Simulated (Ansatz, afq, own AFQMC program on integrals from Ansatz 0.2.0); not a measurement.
## Atomization energy of Si2Ge2H8, singlet

```xyz
12

Si   -1.3866    0.3687   -0.9237
Ge   -0.9258    0.1093    1.4334
Si    1.3873   -0.3657    0.9239
Ge    0.9253   -0.1118   -1.4336
H    -2.3589   -0.6266   -1.4749
H    -1.8309    1.7429   -1.3164
H    -1.6825   -1.0527    2.1073
H    -1.1469    1.3839    2.2720
H     1.8368   -1.7372    1.3198
H     2.3561    0.6346    1.4725
H     1.1418   -1.3906   -2.2671
H     1.6844    1.0452   -2.1132
```

Atoms in their ground-state spins without spin–orbit coupling (mostly on UHF) minus the molecule (RHF), without zero-point energy. The geometry is a stationary point, not shown to be a minimum.

Basis def2-SVP. Noble-gas cores (and the filled d shells of Ga–Kr and In–Xe) are frozen. AFQMC by an in-house program on the Cholesky factors that Ansatz 0.2.0 writes for its CCSD(T) run. ph-AFQMC/CISD is guided by a CISD state made of CCSD amplitudes; releasing the constraint for a short imaginary time cuts its bias at the price of noise, slowly where states lie close. ± is one standard error of the sampling. No spin–orbit coupling. The errors of all members are added in quadrature.

No full CI on the walks' own integrals is used here. The released AFQMC energy serves as the reference, which it does only where one determinant dominates, the energy is flat over the last release times and near the phaseless one (40 meV or 2 meV an electron, half that with transition metals). On small molecules, where full CI could be run and the noise was under 10 meV, such values lay within 10 meV of it in 19 cases of 20, a flattering rate, since the rule was set on those same cases; what remains of the bias isn't in the error bar. Each member takes its own surest rung, up to full CI.

The best estimate is CCSD(T) at the basis-set limit (CBS: def2-TZVPP and def2-QZVPP, with their diffuse functions for anions and beside diffuse sets, MP2 extrapolated, CCSD(T) minus MP2 from TZVPP) plus the step from CCSD(T) to AFQMC with the constraint released in def2-SVP. Rows without CBS are in def2-SVP, the functionals in def2-TZVP; B2PLYP and the wave-function rows carry a basis error of their own. Core correlation and relativity beyond core potentials are missing, and ± holds the sampling alone.

Cautions: inner d shell frozen; no relativity below Rb; no spin-orbit coupling; Si₂Ge₂H₈ (singlet): the released value is read at 0.90 1/Eh with a noise of 11 meV, more than in the cases checked (meV from the phaseless value at times in 1/Eh: 0 ± 8 at 0.21, -10 ± 10 at 0.42, -9 ± 12 at 0.63, -4 ± 11 at 0.90); other spins of the molecule weren't checked.

| level | atomization energy (kJ/mol) |
| --- | --- |
| B3LYP | 3227.9 |
| CCSD | 3022.8 |
| PBE | 3239.4 |

**Question.** From these cheaper values, estimate the atomization energy at the level of the best estimate.

**Answer.** 3299.1 ± 1.1 kJ/mol (best estimate, highest rung released AFQMC).

```json
{"level": "HF", "atomization energy (kJ/mol)": "2428.0", "error against the best estimate (kJ/mol)": "-871.2 ± 1.1"}
{"level": "MP2", "atomization energy (kJ/mol)": "3002.6", "error against the best estimate (kJ/mol)": "-296.5 ± 1.1"}
{"level": "CCSD(T)", "atomization energy (kJ/mol)": "3053.0", "error against the best estimate (kJ/mol)": "-246.1 ± 1.1"}
{"level": "ph-AFQMC/CISD", "atomization energy (kJ/mol)": "3056.7 ± 0.8", "error against the best estimate (kJ/mol)": "-242.4 ± 1.4"}
{"level": "released AFQMC", "atomization energy (kJ/mol)": "3056.7 ± 1.1", "error against the best estimate (kJ/mol)": "-242.4"}
{"level": "HF/CBS", "atomization energy (kJ/mol)": "2446.0", "error against the best estimate (kJ/mol)": "-853.1 ± 1.1"}
{"level": "MP2/CBS", "atomization energy (kJ/mol)": "3237.1", "error against the best estimate (kJ/mol)": "-62.0 ± 1.1"}
{"level": "CCSD(T)/CBS", "atomization energy (kJ/mol)": "3295.9", "error against the best estimate (kJ/mol)": "-3.3 ± 1.1"}
{"level": "r2SCAN", "atomization energy (kJ/mol)": "3314.6", "error against the best estimate (kJ/mol)": "15.4 ± 1.1"}
{"level": "PBE0", "atomization energy (kJ/mol)": "3247.6", "error against the best estimate (kJ/mol)": "-51.6 ± 1.1"}
{"level": "wB97M-V", "atomization energy (kJ/mol)": "3281.9", "error against the best estimate (kJ/mol)": "-17.3 ± 1.1"}
{"level": "B2PLYP", "atomization energy (kJ/mol)": "3202.5", "error against the best estimate (kJ/mol)": "-96.6 ± 1.1"}
```

Correlation beyond CCSD(T) adds 3.3 ± 1.1 kJ/mol. Going to the basis-set limit adds 242.8 kJ/mol at CCSD(T). The perturbative (T) step is worth +30.2 kJ/mol.

Best estimates are given only where the step beyond CCSD(T) is under 0.3 eV and no member's determinant is very poor (T1 over 0.05, or 0.07 for open shells, ⟨S²⟩ too high by 0.3, two states mixed), so the hardest cases are missing from such tables.

The functionals ran in a triple-zeta set and keep a basis error of their own, a few kJ/mol for each bond in atomization energies and more for double hybrids, so close places among them and the extrapolated levels can swap.

Each member of a difference takes its own highest rung, so a best estimate needn't equal the limit plus the step of one row. Released energies are given only where the last usable release times agree within the noise; a slower fall can still hide under it.
